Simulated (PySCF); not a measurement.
Species: phosphabenzene, C₅H₅P.
SMILES with atom numbers: `[cH:1]1[cH:2][cH:3][p:4][cH:5][cH:6]1` (hydrogens: H7 on C1; H8 on C2; H9 on C3; H10 on C5; H11 on C6)

Computed by this run: PySCF 2.14.0, PBE0-D3(BJ)/def2-SVP geometry optimisation, gas phase; density fitting, grid level 1; the optimiser is geomeTRIC in internal coordinates, started from a GFN2-xTB structure with every atom displaced at random (about 0.01 Å).

Step 0: E = -14538.4086 eV
```
atom  x, y, z in Å  |  force x, y, z in eV/Å
C1     -0.0204    1.1177   -0.0551   -1.651   1.758  -0.165
C2     -1.2369    0.4294   -0.0254    0.603  -0.404  -0.020
C3     -1.3140   -0.9442    0.0344    1.644  -0.219   0.111
P4      0.1065   -2.0058    0.0904   -1.203  -0.298  -0.018
C5      1.3567   -0.8528    0.0290    0.213   0.177   0.086
C6      1.1938    0.5263   -0.0304    1.062  -0.963   0.056
H7     -0.0703    2.2200   -0.1127    0.045  -0.354   0.048
H8     -2.1446    0.9962   -0.0536   -0.752   0.515  -0.004
H9     -2.2715   -1.4066    0.0859   -1.033  -0.528  -0.022
H10     2.3640   -1.2470    0.0711    0.472  -0.140  -0.042
H11     2.0748    1.1409   -0.0491    0.601   0.456  -0.030
```

Question: Estimate the geometry and energy of step 1. (The exact step hangs on the optimiser's Hessian estimate; all steps are aligned on step 0, rigid shifts and turns removed.)

Answer: E = -14538.5290 eV, largest force 0.487 eV/Å
```
atom  x, y, z in Å  |  force x, y, z in eV/Å
C1     -0.0421    1.1494   -0.0638    0.430  -0.228   0.035
C2     -1.2350    0.4342   -0.0267   -0.244   0.108  -0.009
C3     -1.2930   -0.9540    0.0438   -0.210  -0.194   0.026
P4      0.0774   -2.0240    0.0900   -0.066   0.092   0.011
C5      1.3672   -0.8584    0.0376    0.050  -0.176   0.016
C6      1.2103    0.5179   -0.0278   -0.215   0.341  -0.013
H7     -0.0718    2.2378   -0.1127   -0.044   0.101  -0.017
H8     -2.1752    1.0023   -0.0528    0.093  -0.094   0.009
H9     -2.2894   -1.4250    0.0810    0.229   0.094  -0.036
H10     2.3864   -1.2601    0.0650    0.000   0.013  -0.014
H11     2.1031    1.1542   -0.0491   -0.023  -0.057  -0.009
```

The energy changes by -0.1204 eV. The first-order estimate −F·Δx gives -0.2821 eV and the mean of the old and new forces, exact on a quadratic surface, -0.1249 eV. The step makes an angle of 36° with the force vector and moves no atom by more than 0.039 Å.

The cost below is that of the whole optimisation. Hardware: an Arm Neoverse V1 with one thread, shared host with 32 logical CPUs at a one-minute load of 8.6. Cost: 26 s of wall time, 0.47 GiB resident at most.
